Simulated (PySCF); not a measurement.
Start geometry of `P` (PH3) from GFN2-xTB (Å):
```
atom  x, y, z in Å
P1    -0.0053    0.0044    0.5649
H2    -0.4530    1.0621   -0.2138
H3     1.1541   -0.1276   -0.1845
H4    -0.6753   -0.9293   -0.2124
```

**Question.** What comes out of this run: PBE0-D3(BJ)/def2-SVP geometry optimisation, gas phase (PySCF)?

**Answer.** 
```
atom  x, y, z in Å
P1    -0.005    0.004    0.574
H2    -0.470    1.098   -0.217
H3     1.197   -0.132   -0.187
H4    -0.702   -0.961   -0.216
```

The energy falls by 0.060 eV over 4 energy and gradient evaluations, the largest force component goes from 0.0273 to 1.7e-05 Eh/bohr, and the atoms move by 0.036 Å rms after alignment. Among the bonds, P1–H2, P1–H3 and P1–H4 change most and about equally (+0.041 to +0.042 Å). Bonds longer at the end by more than 0.005 Å: 3 of 3; shorter: 0. Rotational constants go from 138971, 138418, 125314 to 131459, 131451, 116757 MHz. The orientation of the end geometry is arbitrary; only internal coordinates are fixed.

The run used 33 basis functions and 18 SCF cycles in all.

No frequency check.
